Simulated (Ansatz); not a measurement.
# BFH4O: the cost of one run

Program: Ansatz 0.2.0. Level of theory: RKS PBE0/def2-SVP. These are calculated values, not measurements.

### 1 The system as given

Bond lengths: B1–H3 1.190 Å, B1–F4 1.320 Å, B1–O5 1.710 Å, O5–H6 1.010 Å. Angles: H3–B1–F4 120.0°, H3–B1–O5 97.0°, F4–B1–O5 101.2°, B1–O5–H6 109.5°.

Coordinates:

```xyz
7

B     0.0000    0.0000    0.0000
H     0.0000    0.0000    1.5400
H     1.0305    0.0000   -0.5950
F    -1.1431    0.0000   -0.6600
O     0.0715   -1.6212    0.5392
H    -0.4750   -2.2058   -0.0770
H     0.0379   -0.8605    1.5370
```

### 2 Pulling towards end A

Springs on the bonds that form and break draw the guess towards this end; the thresholds are loose.

File input.yaml:

```yaml
crystal:
  periodic: [false, false, false]
  atoms:
    - { symbol: B, position_ang: [0.0, 0.0, 0.0] }
    - { symbol: H, position_ang: [0.0, 0.0, 1.54] }
    - { symbol: H, position_ang: [1.0305, 0.0, -0.595] }
    - { symbol: F, position_ang: [-1.1431, 0.0, -0.66] }
    - { symbol: O, position_ang: [0.0715, -1.6212, 0.5392] }
    - { symbol: H, position_ang: [-0.475, -2.2058, -0.077] }
    - { symbol: H, position_ang: [0.0379, -0.8605, 1.537] }
basis:
  gaussian: { orbitals: def2-SVP }
hamiltonian:
  xc: pbe0
relax:
  f_tol: 0.15
  max_steps: 25
  restrain:
    - { distance: [0, 4], at: 2.61, k: 30.0 }
    - { distance: [6, 1], at: 1.86, k: 30.0 }
    - { distance: [0, 1], at: 1.19, k: 30.0 }
    - { distance: [6, 4], at: 1.01, k: 30.0 }
```

Started as:

```console
> ansatz run input.yaml --threads 1 --pin off --max-ram 2048MiB --backend cpu --events-out ev --progress --plain --runs-dir out
```

**Question.** How long does this run take on 1 thread of Arm Neoverse V2, shared host, and how much memory does it need?

About 20 s, with a peak of 0.1 GiB.
